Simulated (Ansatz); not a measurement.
in.yaml

```yaml
crystal:
  periodic: [false, false, false]
  atoms:
    - {symbol: Al, position_ang: [-0.104721, 0.000000, 0.000000]}
    - {symbol: H, position_ang: [-0.897645, 1.373384, 0.000000]}
    - {symbol: H, position_ang: [-0.897644, -1.373384, 0.000000]}
    - {symbol: H, position_ang: [1.679279, 0.000000, 0.000000]}
    - {symbol: H, position_ang: [2.919279, 0.000000, 0.000000]}
basis:
  gaussian: {orbitals: aug-cc-pVDZ}
magnetization: {spin_polarized: false, initial_magnetization: 1}
hamiltonian: {xc: {name: PBE}}
correlation: {method: ccsd_t, electrons: outside_noble_gas}
accuracy: high
scf: {lower_state_search: off}
```

```sh
$ ansatz run in.yaml --threads 1 --pin off --events-out ev --progress --plain --max-ram 2393MiB
```

Output:

```
these checks for a lower state are left out or cut short: stability, starts, cluster_reference, orbital_swaps, neighbouring_geometries, increment
1208 factors; integrals over basis functions are off by at most 3.8e-9 eV
mean field evaluation 1: about -6653.1572 eV, gradient 1.5e1 eV
mean field evaluation 2: about -6653.1535 eV, gradient 1.5e1 eV
mean field evaluation 4: about -6654.3030 eV, gradient 8.3e-1 eV
mean field evaluation 8: about -6654.3071 eV, gradient 4.9e-2 eV
mean field evaluation 16: about -6654.3071 eV, gradient 6.2e-8 eV
mean field -6654.30710667 eV, -244.5412757186 hartree, gradient 6.2e-8 eV, S^2 0.750000; 0 other end points of the search recorded, 0 dependent functions left out
5 core orbitals not correlated: weight in the atoms' cores, before any rotation towards them, 1.000 or more for the frozen orbitals, at most 0.000 for the correlated occupied ones
reference -6642.05780655 eV, -244.0911222421 hartree; 4, 3 occupied and 54, 55 virtual orbitals, 1208 factors
second order -2.68526037 eV of doubles, -0.30542172 eV of singles
cycle   1  -3.52818165 eV  change   -5.3e-1 eV  update   5.6e-2
cycle   2  -3.72793319 eV  change   -2.0e-1 eV  update   1.9e-2
cycle   3  -3.73520567 eV  change   -7.3e-3 eV  update   4.0e-3
cycle   4  -3.73649302 eV  change   -1.3e-3 eV  update   1.8e-3
cycle   5  -3.73639657 eV  change    9.6e-5 eV  update   6.4e-4
cycle   6  -3.73630269 eV  change    9.4e-5 eV  update   2.7e-4
cycle   7  -3.73638656 eV  change   -8.4e-5 eV  update   1.1e-4
cycle   8  -3.73641771 eV  change   -3.1e-5 eV  update   4.3e-5
cycle   9  -3.73640980 eV  change    7.9e-6 eV  update   1.7e-5
cycle  10  -3.73641115 eV  change   -1.4e-6 eV  update   6.9e-6
cycle  11  -3.73641228 eV  change   -1.1e-6 eV  update   2.8e-6
cycle  12  -3.73641238 eV  change   -1.0e-7 eV  update   9.7e-7
cycle  13  -3.73641222 eV  change    1.6e-7 eV  update   3.7e-7
cycle  14  -3.73641202 eV  change    2.0e-7 eV  update   1.2e-7
cycle  15  -3.73641194 eV  change    8.2e-8 eV  update   4.9e-8
cycle  16  -3.73641192 eV  change    1.5e-8 eV  update   2.6e-8
cycle  17  -3.73641192 eV  change    2.5e-9 eV  update   1.8e-8
cycle  18  -3.73641183 eV  change    8.7e-8 eV  update   7.4e-8
cycle  19  -3.73641182 eV  change    1.4e-8 eV  update   2.1e-8
cycle  20  -3.73641182 eV  change    4.2e-9 eV  update   6.4e-9
cycle  21  -3.73641182 eV  change   -1.4e-9 eV  update   2.3e-9
cycle  22  -3.73641182 eV  change  -4.7e-10 eV  update  7.5e-10
perturbative correction -0.06022340 eV, -0.0022131692 hartree
Total energy: -6645.85444177 eV, -244.2306460130 hartree
Checks for a lower state left out: stability, starts, cluster_reference, orbital_swaps, neighbouring_geometries, increment
```

Ran on 1 thread of AMD EPYC 7R43, shared host: 6.5 s wall, 0.36 GiB peak host memory.
